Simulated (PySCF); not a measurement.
Molecule: `InChI=1S/C3H6F2/c1-3(5)2-4/h3H,2H2,1H3/t3-/m0/s1`.

Molfile (atoms numbered from 1):
```
C3H6F2
     RDKit          3D

 11 10  0  0  0  0  0  0  0  0999 V2000
    1.1629    0.3026   -0.5141 C   0  0  0  0  0  0  0  0  0  0  0  0
    0.0820   -0.5749    0.0724 C   0  0  2  0  0  0  0  0  0  0  0  0
   -0.2963   -1.5126   -0.8656 F   0  0  0  0  0  0  0  0  0  0  0  0
   -1.1394    0.2048    0.4899 C   0  0  0  0  0  0  0  0  0  0  0  0
   -2.0194   -0.5969    1.1620 F   0  0  0  0  0  0  0  0  0  0  0  0
    0.7740    0.8895   -1.3603 H   0  0  0  0  0  0  0  0  0  0  0  0
    1.5667    0.9950    0.2389 H   0  0  0  0  0  0  0  0  0  0  0  0
    1.9862   -0.3239   -0.8842 H   0  0  0  0  0  0  0  0  0  0  0  0
    0.4594   -1.1255    0.9531 H   0  0  0  0  0  0  0  0  0  0  0  0
   -1.6368    0.6145   -0.4066 H   0  0  0  0  0  0  0  0  0  0  0  0
   -0.8413    1.0419    1.1454 H   0  0  0  0  0  0  0  0  0  0  0  0
  1  2  1  0
  2  3  1  0
  2  4  1  0
  4  5  1  0
  1  6  1  0
  1  7  1  0
  1  8  1  0
  2  9  1  1
  4 10  1  0
  4 11  1  0
M  END
```

Geometry PBE0-D3(BJ)/def2-SVP throughout; GIAO in PySCF, gas phase, one conformer, non-relativistic; equivalent atoms averaged; functional PBE0.

(1) How do the absolute shieldings σ depend on the basis set? (ppm; last column core-seconds on shared hosts with different chips, so compare them loosely)

(2) Which nucleus moves most, in ppm?

(3) Taking the largest basis, pcSseg-2 (264 functions), as the yardstick, rank the others by their worst heavy-atom deviation.

## Answers

(1) 
```
    basis set  functions     C2     C4     C1     F3     F5     H9    H10    H11  H6/H7/H8  core-s
       STO-3G         31  174.0  175.8  216.1  437.9  451.2  30.51  30.55  30.72     31.81     1.6
        6-31G         57  114.8  116.3  182.4  389.0  421.6  27.72  28.11  28.37     31.42     2.8
     pcSseg-0         57  101.2  100.9  173.5  402.6  440.1  27.87  28.08  28.42     31.41       6
       6-31G*         82  110.3  111.5  177.8  393.7  424.9  27.08  27.58  27.82     30.94     3.9
     def2-SVP        100  108.6  110.5  177.9  397.7  429.4  26.74  27.17  27.41     30.40     5.4
      cc-pVDZ        100  109.7  112.7  179.7  389.4  422.4  26.67  27.07  27.27     30.32      11
     pcSseg-1        115   95.5   96.8  167.6  380.1  418.3  26.53  26.86  27.15     30.15     6.9
  aug-cc-pVDZ        169  108.8  112.2  179.2  387.1  422.8  26.54  27.06  27.13     30.24      24
6-311+G(2d,p)        171   98.3  100.5  170.6  380.3  419.1  26.70  27.26  27.36     30.46      12
    def2-TZVP        191   96.2   98.7  170.2  379.3  418.6  26.72  27.27  27.35     30.43      14
      cc-pVTZ        234   98.0   99.9  170.8  379.1  417.5  26.54  27.09  27.16     30.23      36
     IGLO-III        235   92.1   94.4  167.1  379.7  418.9  26.57  27.11  27.19     30.29      35
     pcSseg-2        264   91.6   93.8  167.1  379.0  418.5  26.47  27.01  27.11     30.16      36
```

(2) C2 (sp3 CH bonded to F): from 91.6 ppm with pcSseg-2 to 174.0 ppm with STO-3G. The smallest spread is 1.67 ppm, at H6/H7/H8. Proton shifts span only some 12 ppm, so a few tenths of a ppm matter as much there as several ppm in carbon.

(3) IGLO-III 0.7 ppm (235 functions), pcSseg-1 3.9 ppm (115 functions), def2-TZVP 4.9 ppm (191 functions), cc-pVTZ 6.4 ppm (234 functions), 6-311+G(2d,p) 6.7 ppm (171 functions), aug-cc-pVDZ 18.4 ppm (169 functions), def2-SVP 18.7 ppm (100 functions), 6-31G* 18.7 ppm (82 functions), cc-pVDZ 18.8 ppm (100 functions), 6-31G 23.2 ppm (57 functions), pcSseg-0 23.6 ppm (57 functions), STO-3G 82.4 ppm (31 functions).

A small basis that lands close on one nucleus may do so by chance; judge by the trend and by all nuclei.
